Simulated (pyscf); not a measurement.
Optimised with ωB97X-D3(BJ)/def2-SVP in PySCF.

Question: HO–GaH₂ + H₂ → GaH₃ + H₂O
Surface: singlet. Broken: Ga–O, H–H. Formed: Ga–H, H–O. Give ΔE‡ and ΔE from ωB97M-D3(BJ)/def2-TZVP, relative to the separated reactants.

Answer: ΔE‡ = 92.6 kJ/mol, ΔE = +50.9 kJ/mol. Zero-point energy shifts the barrier by +11.5 kJ/mol. It is a four-centre exchange, with an imaginary mode of 1306i cm⁻¹. On the product side the descent ends in an adduct with a Ga–O contact, 66.4 kJ/mol under the separated species and 102.1 kJ/mol under the saddle at ωB97X-D3(BJ)/def2-TZVP. What is counted as broken (Ga–O) persists as a longer contact in the product adduct; parting that adduct is a step of its own. At the saddle there is also a short Ga–H contact that neither side keeps. This is the saddle that the search found; another between the same sides may lie lower. Elements up to Kr have no core potential and no relativistic terms here.
